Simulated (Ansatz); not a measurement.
hcp Mg was calculated with PBEsol in Ansatz (plane waves, PAW).

Numerical settings: plane-wave cutoff 520 eV, 18×18×8 k mesh (along the axes of the cell as run), Fermi–Dirac smearing 0.1 eV, perturbation theory, scalar-relativistic PAW data made under PBE.

The cell has the measured lattice parameters. Conventional cell: a = 3.2093 Å, b = 3.2093 Å, c = 5.2106 Å, α = 90.00°, β = 90.00°, γ = 120.00°.

Harmonic phonon frequencies (cm⁻¹; i marks an imaginary mode):

```tsv
q point	frequencies
Γ	0 0 0 122 122 239
M	121 128 178 193 217 227
K	162 162 183 189 189 218
A	91 91 91 91 170 170
```

No imaginary mode appears at these points.

Note: the cell isn't this level's own, so it is under some stress, which shifts stiffness and frequencies.

Ansatz is an electronic-structure program.
